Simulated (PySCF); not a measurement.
CHF2CH2SH, C₂H₄F₂S.
SMILES with atom numbers: `[F:1][CH:2]([F:3])[CH2:4][SH:5]` (hydrogens: H6 on C2; H7, H8 on C4; H9 on S5)

Cartesian coordinates in Å at the GFN2-xTB level; atoms count from 1:
```xyz
9
C2H4F2S angstrom
F     -0.928    1.203   -0.733
C     -0.918    0.082    0.030
F     -1.199    0.475    1.289
C      0.424   -0.625   -0.064
S      1.817    0.398    0.534
H     -1.747   -0.560   -0.315
H      0.605   -0.908   -1.101
H      0.412   -1.511    0.568
H      1.547    1.452   -0.232
```

Method: PBE0/pcSseg-1 in PySCF (dipole) on a GFN2-xTB geometry, gas phase.

Take the most abundant isotopes and a rigid rotor. The values belong to one conformer with, in the numbering `[F:1][CH:2]([F:3])[CH2:4][SH:5]`, F1–C2–C4–S5 61°, C2–C4–S5–H -53°.

(1) What are A, B and C (MHz)?

(2) Classify the top.

(3) What does the inertial defect say?

(4) Give the other two planar moments, Paa and Pbb, and the rms extents of the mass along the axes.

(5) List the rotational levels J(Ka,Kc) to J = 4 (MHz).

(6) Predict some low-J microwave lines.

Results:

(1) Ia = 76.41, Ib = 197.96, Ic = 216.03 u·Å²; 505379 MHz·u·Å²/I gives A = 6614, B = 2553, C = 2339 MHz.

(2) A near-prolate asymmetric top. Ray's parameter κ = (2B − A − C)/(A − C) = -0.900; −1 is the prolate and +1 the oblate limit.

(3) Not planar: Δ = Ic − Ia − Ib = -58.34 u·Å². For a rigid frame Δ = −2 Σ m c², so Σ m c² = 29.17 u·Å² lies off the ab plane: 7.74 from hydrogen and 21.43 from heavier atoms. The atom farthest from that plane is 1.66 Å away.

(4) Paa = Σ m a² = (Ib + Ic − Ia)/2 = 168.79 and Pbb = Σ m b² = (Ia + Ic − Ib)/2 = 47.24 u·Å². With the mass M = 98.00 u, the rms extents √(P/M) along a, b and c are 1.31, 0.69, 0.55 Å.

(5) Above 0(0,0):
J = 1: 1(0,1) 4892, 1(1,1) 8953, 1(1,0) 9167
J = 2: 2(0,2) 14669, 2(1,2) 18524, 2(1,1) 19165, 2(2,1) 31348, 2(2,0) 31356
J = 3: 3(0,3) 29313, 3(1,3) 32876, 3(1,2) 34157, 3(2,2) 46025, 3(2,1) 46066, 3(3,1) 66869, 3(3,0) 66869
J = 4: 4(0,4) 48801, 4(1,4) 52002, 4(1,3) 54136, 4(2,3) 65588, 4(2,2) 65710, 4(3,2) 86454, 4(3,1) 86455, 4(4,1) 115614, 4(4,0) 115614

(6) The dipole components are |μa| = 0.54 D, |μb| = 0.68 D, |μc| = 2.32 D. Intensities carry the squares of the components, which stand as 0.05 : 0.09 : 1.00 (a : b : c). Some lines, for components of 0.1 D or more:

```csv
type,branch,"J(Ka,Kc)",MHz,lower level (cm⁻¹)
c,Q,"3(1,3) ← 3(0,3)",3563,0.978
c,Q,"1(1,1) ← 1(0,1)",4061,0.163
b,Q,"1(1,0) ← 1(0,1)",4275,0.163
b,Q,"2(1,1) ← 2(0,2)",4496,0.489
b,R,"1(1,1) ← 0(0,0)",8953,0.000
b,Q,"3(2,1) ← 3(1,2)",11909,1.139
a,R,"4(0,4) ← 3(0,3)",19488,0.978
c,R,"3(1,2) ← 2(0,2)",19488,0.489
a,R,"4(2,3) ← 3(2,2)",19563,1.535
b,R,"2(2,1) ← 1(1,0)",22181,0.306
b,R,"2(2,0) ← 1(1,1)",22403,0.299
b,R,"4(1,4) ← 3(0,3)",22689,0.978
c,R,"4(1,3) ← 3(0,3)",24823,0.978
c,R,"3(2,1) ← 2(1,1)",26901,0.639
c,R,"3(3,1) ← 2(2,1)",35521,1.046
```

Whether it is a minimum is left open (no frequencies). No vibrational averaging or centrifugal distortion is included, and the geometry carries the error of its method.

Time: 7.9 s of wall time. Hardware: one thread of an x86-64 server, on a shared host. This is the PBE0/pcSseg-1 job that gave the dipole, with the shieldings it also computed.
